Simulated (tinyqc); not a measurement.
Worked calculation: RHF in the sto-3g basis, for LiH, spin multiplicity 1. One step of it, computed by the program tinyqc.

Task: Iteration 3: DIIS coefficients. Solve [B -1; -1 0][c; lambda] = [0; -1] for the coefficients, which sum to one.

B (overlaps of the stored error matrices):
```
               1              2
1  1.9407053e-02  3.5605554e-03
2  3.5605554e-03  1.0156399e-03
```

Give: DIIS coefficients.

Result:

DIIS coefficients: -0.1913  1.1913
